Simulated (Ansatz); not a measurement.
## Worked example: correlation energy of H3Ge–GeH⁺, doublet

Geometry: that of the H3Ge–GeH, triplet, kept fixed.

```json
{"atom": "Ge", "x (Å)": "0.0000", "y (Å)": "-0.0229", "z (Å)": "1.1903"}
{"atom": "Ge", "x (Å)": "0.0000", "y (Å)": "0.0409", "z (Å)": "-1.2321"}
{"atom": "H", "x (Å)": "1.2555", "y (Å)": "-0.7421", "z (Å)": "1.7164"}
{"atom": "H", "x (Å)": "0.0000", "y (Å)": "1.4326", "z (Å)": "1.6767"}
{"atom": "H", "x (Å)": "-1.2555", "y (Å)": "-0.7421", "z (Å)": "1.7164"}
{"atom": "H", "x (Å)": "0.0000", "y (Å)": "-1.2486", "z (Å)": "-2.0914"}
```

Basis cc-pVTZ; Ansatz 0.2.0. Only valence electrons are correlated (noble-gas cores and the filled d shells of p-block atoms frozen), which leaves 11 electrons in 114 orbitals. Prefix R: restricted or restricted open-shell reference; prefix U: unrestricted. No spin–orbit coupling is included, and no scalar relativity.

Full CI isn't at hand for all of this; UCCSDT(Q) serves as the reference, and is uncertain by about the last step of the cluster series.

Runs differ by some tens of microhartree through their thresholds and, for an open shell, their frozen cores, so steps under 0.03 kcal/mol mean nothing.

```tsv
level	total energy (hartree)
UHF	-4152.828898
UMP2	-4153.016241
UCCSD	-4153.056386
UCCSD(T)	-4153.063170
UCCSDT	-4153.064468
UCCSDT(Q)	-4153.064728
```

Question: What is the correlation energy at UCCSDT(Q), and what share of it do UMP2 and UCCSD(T) recover?

Answer: E(corr) = -4153.064728 − (-4152.828898) = -0.235830 hartree = -6.417 eV. UMP2: -0.187343 / -0.235830 = 79.44 %. UCCSD(T): -0.234272 / -0.235830 = 99.34 %.

Question: By how many kcal/mol does UCCSD(T) miss UCCSDT(Q) (1 hartree = 627.509 kcal/mol), and which steps make up the rest?

Answer: -4153.063170 − (-4153.064728) = 0.001558 hartree = 0.98 kcal/mol. Steps: UCCSDT − UCCSD(T) = -0.81, UCCSDT(Q) − UCCSDT = -0.16 kcal/mol. Differences between like states or geometries often cancel part of this.
